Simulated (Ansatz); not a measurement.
## BH3⁺, doublet in aug-cc-pVDZ: errors against full CI

Geometry: a PBE0/def2-TZVP stationary point for this spin, not checked as a minimum.

| atom | x (Å) | y (Å) | z (Å) |
| --- | --- | --- | --- |
| B | 0.0000 | 0.0000 | 0.0681 |
| H | 0.0000 | 0.7178 | -0.9866 |
| H | 0.0000 | 0.0000 | 1.2424 |
| H | 0.0000 | -0.7178 | -0.9866 |

Basis aug-cc-pVDZ; Ansatz 0.2.0. Only valence electrons are correlated (noble-gas cores frozen), which leaves 5 electrons in 49 orbitals. R marks a restricted (for open shells ROHF) determinant, U an unrestricted one. Active spaces: pair = (3e, 3o) about the gap; valence = (5e, 7o) chosen from the atoms' valence shells.

Full CI is exact within this basis and frozen core; it isn't the basis-set limit. The frozen core follows each run's orbitals, which can shift R against U totals by a few meV.

For open shells CISD is restricted-active-space CI with the open shells as a complete middle space.

```
UHF ⟨S²⟩                          : 0.760
T1 diagnostic (RCCSD)             : 0.0170
largest doubles amplitude (RCCSD) : 0.043
T1 diagnostic (UCCSD)             : 0.0097
```

```
                   level  E − E(full CI) (meV)  share of correlation (%)  wall time
                     RHF                  2655                      0.00          –
                     UHF                  2538                      4.43          –
                    RMP2                   620                     76.66          –
                    UMP2                   627                     76.39          –
                    CISD                   102                     96.17     0.72 s
                   RCCSD                    52                     98.05          –
                   UCCSD                    49                     98.14          –
                RCCSD(T)                    12                     99.54     0.54 s
                UCCSD(T)                    12                     99.55     0.54 s
                 BCCD(T)                    12                     99.54     0.78 s
                  RCCSDT                     1                     99.98          –
                  UCCSDT                     0                     99.98          –
               RCCSDT(Q)                     0                    100.00       11 s
               UCCSDT(Q)                     0                    100.00      9.5 s
     CASSCF (pair space)                  2276                     14.30          –
     NEVPT2 (pair space)                   609                     77.05     0.39 s
     MRCISD (pair space)                    83                     96.89          –
   MRCISD+Q (pair space)                   -16                    100.59     0.63 s
  CASSCF (valence space)                  1310                     50.66          –
  NEVPT2 (valence space)                   390                     85.31     0.63 s
  MRCISD (valence space)                    40                     98.50          –
MRCISD+Q (valence space)                     9                     99.64      1.3 s
```

The correlation energy at full CI, counted from RHF, is -2.655 eV. That run took 72 s on 1 thread of Arm Neoverse V2, shared host over 5,503,856 determinants.

Times hold each run's SCF and search for its determinant on a shared host, so for small cases they say little of a method's own cost; they ran on 1 thread of Arm Neoverse V2.

Not variational, and here over 5 meV under the exact energy: MRCISD+Q (pair space).

The full-CI state has the irrep B2 of C2v, in the program's axes.

Natural occupations of full CI about the gap: 1.956 1.953 0.992 0.020 0.018 0.015 0.013 0.007 0.006 0.004; effectively unpaired electrons, Σ n²(2−n)², 1.02.
